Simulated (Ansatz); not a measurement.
`C=CCC=O`, relaxed with RKS PBE-D4/def2-SVP in the Gaussian-basis code of Ansatz from a rough embedded geometry. The force threshold is 0.03 eV/Å; the program also tests the step.

The species carries charge 0 and has multiplicity 1.

Start:

```xyz
11

C    -1.202    0.191   -1.321
C    -0.104   -0.198   -0.831
C     0.621    0.425    0.322
C     0.623   -0.483    1.513
O     0.112   -0.184    2.640
H    -1.678   -0.302   -2.149
H    -1.754    1.059   -0.928
H     0.439   -1.095   -1.275
H     1.648    0.627    0.062
H     0.157    1.410    0.590
H     1.139   -1.449    1.376
```

(1) By how much does the energy fall, and how many steps does the optimiser take? (Estimate.)

(2) Which bonds change most? (An estimate is asked.)

(3) Give the relaxed structure. (An estimate is asked.)

Answers

(1) Computed: 42.20 kJ/mol, in 9 steps, 3 of them rejected.

(2) Computed: C1–C2 from 1.263 to 1.344 Å; C4–O5 from 1.274 to 1.212 Å; C3–H9 from 1.079 to 1.116 Å; C2–H8 from 1.139 to 1.106 Å.

(3) Ansatz gave: 
```xyz
11

C    -1.234    0.207   -1.380
C    -0.086   -0.215   -0.823
C     0.591    0.442    0.350
C     0.653   -0.476    1.563
O     0.280   -0.175    2.676
H    -1.685   -0.325   -2.232
H    -1.756    1.106   -1.014
H     0.402   -1.123   -1.222
H     1.650    0.675    0.085
H     0.094    1.385    0.651
H     1.090   -1.501    1.346
```
